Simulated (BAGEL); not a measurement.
# CH5BF− (SMILES C[BH2-]F) at HF/6-31G(d) (density fitting with qzvpp-jkfit, spherical functions)

Aim: the vertical ionisation energy of CH5BF− at HF/6-31G* (density fitting with qzvpp-jkfit, spherical functions), from 2 runs. 

The results are computed with BAGEL 1.2.2.

6 further runs of the same task are left out: 5 that didn't finish, 1 set aside as unsound or not needed.

## (1) Starting point

CH5BF− has 8 atoms, charge -1, and is taken as a singlet. As SMILES, `C[BH2-]F`. The coordinates come from a GFN2-xTB relaxation.

Bond lengths: C1–B2 1.647 Å, B2–F3 1.455 Å, C1–H4 1.094 Å, C1–H5 1.093 Å, C1–H6 1.093 Å, B2–H7 1.227 Å, B2–H8 1.227 Å. Some angles: C1–B2–F3 109.2°, C1–B2–H7 111.1°, C1–B2–H8 111.2°, F3–B2–H7 107.4°, F3–B2–H8 107.4°, B2–C1–H4 111.1°, B2–C1–H5 112.1°, B2–C1–H6 112.0°, H7–B2–H8 110.6°, H4–C1–H5 107.2°.

## (2) A single-point energy at HF/6-31G(d) (density fitting with qzvpp-jkfit, spherical functions)

The input, calc.json:

```json
{ "bagel" : [

{
  "title" : "molecule",
  "basis" : "6-31gs.json",
  "df_basis" : "qzvpp-jkfit",
  "angstrom" : true,
  "geometry" : [
    { "atom" : "C", "xyz" : [   -0.631540,    0.494350,   -0.258780 ] },
    { "atom" : "B", "xyz" : [    0.558430,   -0.523170,    0.253040 ] },
    { "atom" : "F", "xyz" : [    1.822410,    0.196230,    0.281390 ] },
    { "atom" : "H", "xyz" : [   -1.599680,   -0.014200,   -0.285860 ] },
    { "atom" : "H", "xyz" : [   -0.440060,    0.877130,   -1.264440 ] },
    { "atom" : "H", "xyz" : [   -0.740590,    1.361010,    0.397950 ] },
    { "atom" : "H", "xyz" : [    0.338240,   -0.921460,    1.392730 ] },
    { "atom" : "H", "xyz" : [    0.692770,   -1.469900,   -0.516030 ] }
  ]
},
{ "title" : "hf", "charge" : -1 },
{ "title" : "print", "file" : "orbitals.molden", "orbitals" : true }

]}
```

The basis set 6-31G* is read from a file made from the Basis Set Exchange's data (not shown).

The run is started by

```console
$ BAGEL_NUM_THREADS=1 BAGEL calc.json > calc.out
```

The log of the run:

```text
* using 1 threads per process

  ===============================================================
  ===============================================================

  *** Geometry ***

  { "atom" : "C", "xyz" : [     -1.193438,      0.934186,     -0.489023 ] },
  { "atom" : "B", "xyz" : [      1.055280,     -0.988648,      0.478176 ] },
  { "atom" : "F", "xyz" : [      3.443856,      0.370821,      0.531750 ] },
  { "atom" : "H", "xyz" : [     -3.022957,     -0.026834,     -0.540197 ] },
  { "atom" : "H", "xyz" : [     -0.831593,      1.657535,     -2.389445 ] },
  { "atom" : "H", "xyz" : [     -1.399512,      2.571936,      0.752017 ] },
  { "atom" : "H", "xyz" : [      0.639181,     -1.741307,      2.631878 ] },
  { "atom" : "H", "xyz" : [      1.309146,     -2.777708,     -0.975155 ] },

  Number of auxiliary basis functions:      317

  Since a DF basis is specified, we compute 2- and 3-index integrals:
    o Being stored without compression. Storage requirement is 0.007 GB

  Number of basis functions:       52
  Number of electrons      :       25

    * METHOD: MOLECULE                             0.09

  *** RHF ***

  === Nuclear Repulsion ===
    67.8701134482

      * DIIS with orbital gradients will be used.

  === RHF iteration (6-31gs.json) ===
      0       -164.74775153          0.02762799           0.01
      1       -164.88866621          0.01370804           0.01
      2       -164.92817802          0.00229838           0.01
      3       -164.92946057          0.00069824           0.01
      4       -164.92957402          0.00010404           0.02
      5       -164.92957783          0.00002761           0.01
      6       -164.92957812          0.00001020           0.01
      7       -164.92957816          0.00000142           0.01
      8       -164.92957816          0.00000035           0.01
      9       -164.92957816          0.00000012           0.01
     10       -164.92957816          0.00000004           0.01
     11       -164.92957816          0.00000001           0.01
    * SCF iteration converged.

    * Permanent dipole moment:
           (    0.359440,    -0.738199,     0.278678) a.u.

    * METHOD: HF                                   0.24

    * METHOD: PRINT                                0.01

  ===============================================================
```

Wall time 0.46 s (1 thread of Arm Neoverse V1, shared host).

## (3) Doublet neutral CH5BF, same level

The input, input.json:

```json
{ "bagel" : [

{
  "title" : "molecule",
  "basis" : "6-31gs.json",
  "df_basis" : "qzvpp-jkfit",
  "angstrom" : true,
  "geometry" : [
    { "atom" : "C", "xyz" : [      -0.631540,       0.494350,      -0.258780 ] },
    { "atom" : "B", "xyz" : [       0.558430,      -0.523170,       0.253040 ] },
    { "atom" : "F", "xyz" : [       1.822410,       0.196230,       0.281390 ] },
    { "atom" : "H", "xyz" : [      -1.599680,      -0.014200,      -0.285860 ] },
    { "atom" : "H", "xyz" : [      -0.440060,       0.877130,      -1.264440 ] },
    { "atom" : "H", "xyz" : [      -0.740590,       1.361010,       0.397950 ] },
    { "atom" : "H", "xyz" : [       0.338240,      -0.921460,       1.392730 ] },
    { "atom" : "H", "xyz" : [       0.692770,      -1.469900,      -0.516030 ] }
  ]
},

{
  "title" : "uhf",
  "nopen" : 1
},

{
  "title" : "print",
  "file" : "orbitals.molden",
  "orbitals" : true
}

]}
```

The basis set 6-31G* is read from a file made from the Basis Set Exchange's data (not shown).

The run is started by

```console
$ BAGEL_NUM_THREADS=1 BAGEL input.json > input.out
```

The log of the run:

```text
* using 1 threads per process

  ===============================================================
  ===============================================================

  *** Geometry ***

  { "atom" : "C", "xyz" : [     -1.193438,      0.934186,     -0.489023 ] },
  { "atom" : "B", "xyz" : [      1.055280,     -0.988648,      0.478176 ] },
  { "atom" : "F", "xyz" : [      3.443856,      0.370821,      0.531750 ] },
  { "atom" : "H", "xyz" : [     -3.022957,     -0.026834,     -0.540197 ] },
  { "atom" : "H", "xyz" : [     -0.831593,      1.657535,     -2.389445 ] },
  { "atom" : "H", "xyz" : [     -1.399512,      2.571936,      0.752017 ] },
  { "atom" : "H", "xyz" : [      0.639181,     -1.741307,      2.631878 ] },
  { "atom" : "H", "xyz" : [      1.309146,     -2.777708,     -0.975155 ] },

  Number of auxiliary basis functions:      317

  Since a DF basis is specified, we compute 2- and 3-index integrals:
    o Being stored without compression. Storage requirement is 0.007 GB

  Number of basis functions:       52
  Number of electrons      :       25

    * METHOD: MOLECULE                             0.08

  *** Open-shell HF ***

  === Nuclear Repulsion ===
    67.8701134482

      * DIIS with orbital gradients will be used.

  === UHF iteration (6-31gs.json) ===
      0       -164.62593463          0.05275707           0.03
      1       -164.74161715          0.03248716           0.03
      2       -164.77521984          0.02087050           0.03
      3       -164.79695248          0.00203712           0.03
      4       -164.79798408          0.00092273           0.03
      5       -164.79821947          0.00033372           0.03
      6       -164.79827693          0.00005858           0.03
      7       -164.79827957          0.00002416           0.03
      8       -164.79828009          0.00001735           0.03
      9       -164.79828038          0.00001333           0.03
[... 21 lines of this table left out ...]
     31       -164.79827371          0.00000005           0.03
     32       -164.79827371          0.00000003           0.03
     33       -164.79827371          0.00000002           0.03
     34       -164.79827371          0.00000001           0.03
    * SCF iteration converged.

    * S^2 (UHF) is 0.7763

    * Permanent dipole moment:
           (    0.539865,     0.663020,    -0.005860) a.u.

    * METHOD: UHF                                  1.00

    * METHOD: PRINT                                0.01

  ===============================================================
```

Wall time 1.2 s (1 thread of Arm Neoverse V1, shared host).

## (4) What came out

At HF/6-31G* (density fitting with qzvpp-jkfit, spherical functions):

```
                                                             quantity          value
                                         singlet CH5BF−: total energy  -164.92958 Eh
                                          singlet CH5BF−: HOMO energy       -4.63 eV
                                          singlet CH5BF−: LUMO energy       12.27 eV
singlet CH5BF−: HOMO–LUMO gap (to an unbound level, set by the basis)       16.90 eV
                                  doublet neutral CH5BF: total energy  -164.79827 Eh
                                 doublet neutral CH5BF: dipole moment         2.17 D
                                          doublet neutral CH5BF: ⟨S²⟩          0.776
                  vertical detachment energy (to the doublet neutral)       3.573 eV
```

Removing an electron at fixed nuclei costs 3.57 eV (82 kcal/mol). The negative HOMO energy of the first species, 4.63 eV, lies 1.05 eV above that difference.
